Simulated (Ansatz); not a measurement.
`CN[SiH2]` radical, 9 atoms. Charge 0, multiplicity 2. All runs use 2 threads of a server CPU on a shared host. Correlated methods freeze the cores. Open-shell runs search over several starts.

**Question.** How many basis functions does each run have, and how long does it take in Ansatz? UKS PBE0-D4/def2-TZVP relaxation (7 steps); UHF-MP2/def2-TZVPP energy; UKS HSE06-D4/def2-TZVPP energy; UHF-CCSD(T)/def2-SVP energy; UKS PBE0-D4/def2-TZVPP energy; UKS ωB97M-V/def2-SVP energy; direct RPA on PBE orbitals/def2-TZVPP energy; UKS ωB97M-V/def2-QZVPP energy; UKS PBE0-D4/def2-TZVP frequencies; UKS CAM-B3LYP-D4/def2-TZVPP energy; UKS r2SCAN-D4/def2-TZVPP energy and forces; UHF-MP2/def2-QZVPP energy. (An estimate is asked.)

**Answer.** Ansatz gave: Other jobs shared the machine, so times are rough.

| level | job | functions | wall time | peak host memory (GiB) |
| --- | --- | --- | --- | --- |
| UHF-MP2/def2-TZVPP | energy | 188 | 3.2 s | 0.35 |
| UKS PBE0-D4/def2-TZVPP | energy | 188 | 4.3 s | 0.42 |
| UKS HSE06-D4/def2-TZVPP | energy | 188 | 4.8 s | 0.44 |
| UKS CAM-B3LYP-D4/def2-TZVPP | energy | 188 | 5 s | 0.49 |
| UHF-CCSD(T)/def2-SVP | energy | 76 | 5.5 s | 0.38 |
| UKS ωB97M-V/def2-SVP | energy | 76 | 8 s | 0.31 |
| direct RPA on PBE orbitals/def2-TZVPP | energy | 188 | 8 s | 0.49 |
| UKS r2SCAN-D4/def2-TZVPP | energy and forces | 188 | 8.5 s | 0.27 |
| UHF-MP2/def2-QZVPP | energy | 364 | 24 s | 1.6 |
| UKS PBE0-D4/def2-TZVP | relaxation (7 steps) | 135 | 28 s | 0.27 |
| UKS ωB97M-V/def2-QZVPP | energy | 364 | 32 s | 1.5 |
| UKS PBE0-D4/def2-TZVP | frequencies | 135 | 120 s | 0.27 |

HSE06 is defined as in plane-wave codes.
